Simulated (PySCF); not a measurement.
Isomers of C6H6, one conformer each; single-point electronic energies without zero-point terms and without any empirical dispersion term.

All values: PBE0/pcSseg-1 (PySCF, non-relativistic), each on one gas-phase PBE0-D3(BJ)/def2-SVP geometry that isn't relaxed in the solvent. The solvent is an IEF-PCM continuum (Bondi radii, 1.10 Å for H, scaled by 1.2). Specific hydrogen bonds and non-electrostatic terms are outside this model.

```csv
isomer,"relative energy, gas (kJ/mol)",dipole (D)
`C=C1C=CC=C1`,0.0,0.69
`C1=CC[C@H]1C#C`,202.4,0.73
```

Question: How do the relative energies look in acetonitrile (ε = 35.69)?

Answer: 
| isomer | relative energy, solvent (kJ/mol) | E(solvent) − E(gas) (kJ/mol) | dipole in solvent (D) |
| --- | --- | --- | --- |
| `C=C1C=CC=C1` | 0.0 | -14.4 | 1.13 |
| `C1=CC[C@H]1C#C` | 201.5 | -15.4 | 1.00 |

The order is unchanged. `C1=CC[C@H]1C#C` gains most from the continuum, and it has the largest gas-phase dipole. The gains span 1.0 kJ/mol, the gas-phase energies 202.4 kJ/mol.
